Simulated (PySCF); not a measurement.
# Telling isomers of C₄H₃N apart by NMR

[PySCF 2.14: GIAO PBE0/pcSseg-1 shieldings; PBE0-D3(BJ)/def2-SVP structure; couplings computed with B3LYP/pcJ-1; one conformer; isolated molecule; averaged over atoms made equivalent by symmetry, fast rotation or ring inversion; relativity neglected]

Referencing at the same level of theory: 1H, 13C vs TMS. Multiplet labels drop J under 1 Hz and among equivalent protons, and merge close values. Unscaled 3J(H,H) run several per cent high. Shifts are as computed. Against solution values, carbons near 30 ppm lie about +2 ppm off and those near 130 ppm about +5 ppm (rms about the fit 1.9 ppm; single classes can miss by 10 ppm). Of 1328 compounds with measured shifts, 309 miss one by over three times the rms of a fit or turn the order of signals round; such compounds aren't used in these exercises. Signals without a measured value on file couldn't be tested in this way; 1H shifts scatter by 0.2 ppm about their fit, and single ones miss by 0.5 ppm.

(1) Tabulate the signals of `C=C=CC#N`, `N#CC1C=C1` and their relative energies.

(2) What is the quickest way to tell C=C=CC#N from N#CC1C=C1?

## Answers

(1) 
| SMILES | carbon types | δC | δH | E rel. (kcal/mol) |
| --- | --- | --- | --- | --- |
| C=C=CC#N | 2×C 1×CH 1×CH2 | 235.6, 116.1, 84.8, 72.8 | 5.54 (d, 2H), 5.26 (t, 1H) | 0.0 |
| N#CC1C=C1 | 1×C 3×CH | 127.9, 114.3, 3.4 | 7.15 (d, 2H), 1.85 (t, 1H) | 17.3 |

Energies are electronic energies at PBE0/pcSseg-1 on these geometries, without zero-point or thermal terms, each for the one conformer computed, which needn't be the lowest.

(2) Count the carbon signals: 4 against 3. The first has a central carbon of an allene (C) at 235.6 ppm, the second a three-membered-ring carbon (CH) at 3.4 ppm. Their most deshielded carbons lie at 235.6 and 127.9 ppm. In the proton spectra the most deshielded non-exchanging signals are 5.54 (d, J = 9.3 Hz, 2H) and 7.15 (d, J = 2.2 Hz, 2H).
